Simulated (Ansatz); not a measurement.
Geometry optimisation, RKS PBE0-D4/def2-SVP (Ansatz).

The input (input.yaml):

```yaml
crystal:
  periodic: [false, false, false]
  atoms:
    - { symbol: C, position_ang: [0.23478, 1.82264, -0.63539] }
    - { symbol: O, position_ang: [-0.21692, 0.97421, 0.09232] }
    - { symbol: C, position_ang: [0.09564, -0.87688, -0.09319] }
    - { symbol: "N", position_ang: [-0.41989, -1.45938, 0.94991] }
    - { symbol: H, position_ang: [0.00159, 2.87992, -0.46232] }
    - { symbol: H, position_ang: [0.88642, 1.60097, -1.48977] }
    - { symbol: H, position_ang: [-0.43757, -0.95591, -1.03468] }
    - { symbol: H, position_ang: [1.17559, -0.79068, -0.14681] }
    - { symbol: H, position_ang: [-1.34462, -1.87022, 0.91946] }
    - { symbol: H, position_ang: [0.15162, -1.71369, 1.74585] }
total_charge: 1
basis:
  gaussian: { orbitals: def2-SVP }
hamiltonian:
  xc: pbe0
  dispersion: d4
relax:
  f_tol: 0.015
  max_steps: 40
output:
  orbitals: {}
```

Run as:

```bash
$ ansatz run input.yaml --threads 1 --pin off --max-ram 2048MiB --backend cpu --events-out ev --progress --plain --runs-dir out
```

Question: Where does it end, and by what steps?

Answer: It converged. The force dipped under the threshold on the way, but the program's further checks kept it going. Limits of this set-up: the dipole of an ion depends on the origin. After 12 steps the energy has fallen by 0.131 eV; C3 moved furthest, 0.23 Å.

```json
{"step": "0", "energy less start (eV)": "0.0000", "largest force component (eV/Å)": "0.568", "accepted": "yes"}
{"step": "1", "energy less start (eV)": "-0.0686", "largest force component (eV/Å)": "0.408", "accepted": "yes"}
{"step": "2", "energy less start (eV)": "-0.0863", "largest force component (eV/Å)": "0.587", "accepted": "yes"}
{"step": "3", "energy less start (eV)": "-0.1071", "largest force component (eV/Å)": "0.485", "accepted": "yes"}
{"step": "4", "energy less start (eV)": "-0.0135", "largest force component (eV/Å)": "1.696", "accepted": "no"}
{"step": "5", "energy less start (eV)": "-0.1297", "largest force component (eV/Å)": "0.108", "accepted": "yes"}
{"step": "6", "energy less start (eV)": "-0.1304", "largest force component (eV/Å)": "0.045", "accepted": "yes"}
{"step": "7", "energy less start (eV)": "-0.1306", "largest force component (eV/Å)": "0.014", "accepted": "yes"}
{"step": "8", "energy less start (eV)": "-0.1306", "largest force component (eV/Å)": "0.039", "accepted": "no"}
{"step": "9", "energy less start (eV)": "-0.1306", "largest force component (eV/Å)": "0.041", "accepted": "no"}
{"step": "10", "energy less start (eV)": "-0.1306", "largest force component (eV/Å)": "0.011", "accepted": "yes"}
{"step": "11", "energy less start (eV)": "-0.1307", "largest force component (eV/Å)": "0.018", "accepted": "yes"}
{"step": "12", "energy less start (eV)": "-0.1307", "largest force component (eV/Å)": "0.015", "accepted": "yes"}
```

```xyz
10
Properties=species:S:1:pos:R:3
C 0.233 1.967 -0.664
O -0.146 1.066 0.049
C 0.142 -1.106 -0.109
N -0.413 -1.595 0.942
H -0.013 3.021 -0.415
H 0.833 1.789 -1.584
H -0.420 -1.073 -1.044
H 1.220 -0.933 -0.113
H -1.406 -1.826 0.965
H 0.097 -1.699 1.819
```

Whether the end is a true minimum wasn't checked by a vibrational analysis.

The run took 31 s on 1 thread of Arm Neoverse V2 (shared host), peak memory 0.16 GiB.
